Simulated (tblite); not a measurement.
Compound: C3H7FNP.
SMILES: `[H]/P=C(\F)N(C)C`

Calculated harmonic vibrations of the isolated species, GFN2-xTB (tblite), most abundant isotopes, no scaling. Errors from tens to a few hundred cm⁻¹ against measured bands are possible. Modes of hydrogen on phosphorus can be 10 to 20 % off.

Harmonic wavenumbers (cm⁻¹): 78.9, 96.7, 111.5, 201.1, 242.1, 349.2, 406.4, 452.5, 465.6, 502.8, 678.5, 896.7, 971.2, 1053.0, 1085.2, 1113.1, 1154.1, 1204.6, 1280.5, 1402.5, 1414.5, 1449.0, 1457.4, 1464.7, 1476.4, 1504.4, 2335.4, 2926.6, 2928.9, 2983.1, 2990.2, 3016.4, 3053.0.

A = 4243, B = 2367, C = 1554 MHz; mass 107.030 u (most abundant isotopes); point group C1, symmetry number 1.

Problem. Zero-point energy?

Solution. Half the sum of the wavenumbers: 21373 cm⁻¹ = 61.11 kcal/mol.

Problem. Entropy at 273.15 K, 1 bar (ideal gas, RRHO, classical rotation)?

Solution. Translation 39.51, rotation 27.16, vibration 18.18: S = 84.9 cal/(mol K).

Problem. And Cp and H(273.15 K) − H(0)?

Solution. Cp = 26.79 cal/(mol K), of which vibrations give 18.84 (their classical limit is 33 R = 65.6); H(273.15 K) − H(0) = 4.87 kcal/mol without the zero-point energy, 2.70 from vibrations.

Problem. How do the functions run with temperature in this model?

Solution. 
```
 T (K)  S (cal/(mol K))  Cp (cal/(mol K))  H − H(0) (kcal/mol)  G − H(0) (kcal/mol)  ln q(vib)
   150             71.2              19.3                 2.02                -8.66       1.91
   250             82.5              25.4                 4.26               -16.37       3.76
298.15             87.3              28.3                 5.55               -20.46       4.63
   400             96.4              34.2                 8.74               -29.82       6.44
   600            112.2              43.9                16.60               -50.73       9.84
   900            132.0              53.6                31.35               -87.46      14.58
```

q(vib) and H(0) count from the zero-point level.

Problem. Which modes carry the vibrational entropy at 273.15 K?

Solution. 78.9 cm⁻¹: 3.75; 96.7 cm⁻¹: 3.35; 111.5 cm⁻¹: 3.07; 201.1 cm⁻¹: 1.96; 242.1 cm⁻¹: 1.63; 349.2 cm⁻¹: 1.03 cal/(mol K); the other 27 give 3.38 together.

Problem. What must be added to the electronic energy to get the Gibbs energy at 273.15 K and 1 bar?

Solution. ZPE + [H(273.15 K) − H(0)] − T·S = 61.11 + 4.87 − 23.18 = 42.80 kcal/mol.

Problem. Blend soft modes into free rotors: weight 1/[1 + (100 cm⁻¹/ν̃)⁴] for the oscillator and the rest for a rotor with moment μB/(μ + B), μ = h/(8π²ν), B = 10⁻⁴⁴ kg m². What vibrational entropy results?

Solution. 17.21 cal/(mol K) in place of 18.18, which changes −T·S at 273.15 K by +0.26 kcal/mol.

Hindered rotation and anharmonicity are outside this model. The structure is chiral; the term R ln 2 for an equal mix with its mirror image is left out.

Shape of the structure used: `[H]/[P:6]=[C:4](/[N:2]([CH3:1])[CH3:3])[F:5]`: C1–N2–C4–F5 176°.
